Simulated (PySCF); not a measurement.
Gas-phase reaction: 2 PH → PH2 + P

Energies from PySCF, thermal terms from the rigid-rotor harmonic-oscillator model, ideal gas at 1 bar. † marks an energy on the PBE0/def2-TZVP geometry and frequencies; other levels use their own. CCSD(T) freezes the core. 6-31G* has spherical d functions here. Open shells (unrestricted): PH (multiplicity 3), PH2 (multiplicity 2), P (multiplicity 4). B3LYP is the form with VWN-RPA correlation. PH2: computed as isolated molecules; such fragments, hydroxides, amides, oligomers or adducts are transient or little studied in the gas. CCSD(T) isn't extrapolated to the basis-set limit; its ΔH°(298 K) is -30.8 kJ in def2-SVP and -27.4 kJ in def2-TZVPP. The harmonic model lacks anharmonicity and excited electronic states, which grow with temperature; levels with a mode under 35 cm⁻¹ are left out.

ΔH° and ΔS° at 298 K: B3LYP/6-31G* -15 kJ, -16 J/K; BLYP/def2-TZVP† -11 kJ, -16 J/K; CCSD(T)/def2-SVP† -31 kJ, -16 J/K.

With the heat capacities included, give log10 K (1 bar) at 600, 800, 1600, 1800, 2000 K from B3LYP/6-31G*, BLYP/def2-TZVP†, CCSD(T)/def2-SVP†.


| T (K) | B3LYP/6-31G* | BLYP/def2-TZVP† | CCSD(T)/def2-SVP† |
|---|---|---|---|
| 600 | 0.4 | 0.1 | 1.8 |
| 800 | 0.1 | -0.1 | 1.1 |
| 1600 | -0.4 | -0.5 | 0.1 |
| 1800 | -0.4 | -0.5 | 0.0 |
| 2000 | -0.5 | -0.5 | 0.0 |
